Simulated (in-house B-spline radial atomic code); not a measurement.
Kr. Computed with a B-spline radial atomic code. Model: non-relativistic spherical atom: semilocal Troullier-Martins pseudo-atom, one channel per l, against all electrons, high spin, G0W0 and RPA with empty states to l = 8, local potential for every l without a channel, a model core (radius 0 = none) keeps its share of the functional.

The core holds an angular momentum without a channel of its own, so the local potential lets valence electrons into it.

What the tables leave out is listed at the end.

The pseudopotential gives back the lowest level of each angular momentum of its own functional in the configuration it was made in; a second state of the same l is only approximately right. Exact exchange, RPA and GW see the smooth pseudo-orbitals and miss the exchange with the core, for which the functional's share stands in. The column with an uncorrelated core keeps all orbitals and exact exchange, and so separates missing core correlation from pseudisation. Only the three outermost levels and the lowest empty one were computed. RPA here is direct RPA, with no exchange kernel, and its energies carry an (l + 1/2)⁻⁴ tail. A hybrid on a potential with a model core restores only its own semilocal share of the core's exchange.

Command:
```bash
python run_psgw.py task.json out
```
Settings (lengths in bohr, energies in hartree):
```
Z                      36
electrons              36
configuration          [Ar] 3d10 4s2 4p6
generated_in           [Ar] 3d10 4s2 4p6
functional             pbe,pbe
core_shells            6
radius_factor          0.9
core_correction        False
```

Time taken, with all properties: 26 s on 1 thread of Arm Neoverse N1, with other jobs on the host.

Given: made with PBE; model core radius 0 bohr; local radius 1.259 bohr; mean-field start PBE.

Valence shells of the generating configuration: 4s, 4p.

Channel: s 1.235, p 1.397 (radii in bohr).

Computed: largest level miss in the spin-unpolarised generating configuration 0.001 eV; valence RPA correlation energy pseudo -0.45909 hartree; all-electron RPA polarisability, core included 15.894 bohr³; pseudo-atom RPA polarisability 16.446 bohr³.

```json
{"level": "4p", "occupied": "1", "mean-field all-electron (eV)": "-9.2828", "mean-field pseudo minus all (eV)": "0", "G0W0 all-electron (eV)": "-13.963", "G0W0 uncorrelated core minus all (eV)": "0.177", "G0W0 pseudo minus all (eV)": "-0.034", "exchange self-energy all-electron (eV)": "-21.499", "exchange self-energy pseudo (eV)": "-18.399"}
```

(1) What is the valence RPA correlation energy all-electron orbitals?

Given: mean-field start PBE0.

Computed: valence RPA correlation energy pseudo -0.41866 hartree; all-electron RPA polarisability, core included 13.848 bohr³; pseudo-atom RPA polarisability 14.364 bohr³.

| level | occupied | mean-field all-electron (eV) | mean-field pseudo minus all (eV) | G0W0 all-electron (eV) | G0W0 uncorrelated core minus all (eV) | G0W0 pseudo minus all (eV) | exchange self-energy all-electron (eV) | exchange self-energy pseudo (eV) |
| --- | --- | --- | --- | --- | --- | --- | --- | --- |
| 4p | 1 | -10.773 | 0.027 | -14.231 | 0.181 | -0.041 | -21.493 | -18.447 |

(2) What is the valence RPA correlation energy all-electron orbitals?

Given: mean-field start Hartree-Fock.

Computed: valence RPA correlation energy all-electron orbitals -0.28802 hartree; valence RPA correlation energy pseudo -0.33499 hartree; pseudo-atom RPA polarisability 11 bohr³.

```json
{"level": "4p", "occupied": "1", "mean-field all-electron (eV)": "-14.264", "mean-field pseudo minus all (eV)": "0.042", "G0W0 all-electron (eV)": "-14.682", "G0W0 uncorrelated core minus all (eV)": "0.177", "G0W0 pseudo minus all (eV)": "0.055", "exchange self-energy all-electron (eV)": "-21.262", "exchange self-energy pseudo (eV)": "-18.453"}
{"level": "4s", "occupied": "1", "mean-field all-electron (eV)": "-31.373", "mean-field pseudo minus all (eV)": "0.043", "G0W0 all-electron (eV)": "-28.752", "G0W0 uncorrelated core minus all (eV)": "0.217", "G0W0 pseudo minus all (eV)": "0.793", "exchange self-energy all-electron (eV)": "-28.727", "exchange self-energy pseudo (eV)": "-24.46"}
```

(3) What is the all-electron RPA polarisability, core included?

## Answers

(1) -0.37493 hartree.

(2) -0.34798 hartree.

(3) 10.71 bohr³.

Among the listed levels the largest G0W0 shift of the pseudo-atom is +0.79 eV, for 4s on the Hartree-Fock start, while leaving the core uncorrelated moves that level by +0.22 eV. So pseudisation and the lost core exchange, not the missing core correlation, make the error. Not in the tables (levels of low weight, unsolved or above zero; the highest and the empty levels are kept at any weight): on PBE the G0W0 levels 4s (pseudo minus all +4.13 eV, weights 0.02 and 0.13); on PBE0 the G0W0 levels 4s (pseudo minus all +2.27 eV, weights 0.23 and 0.17).
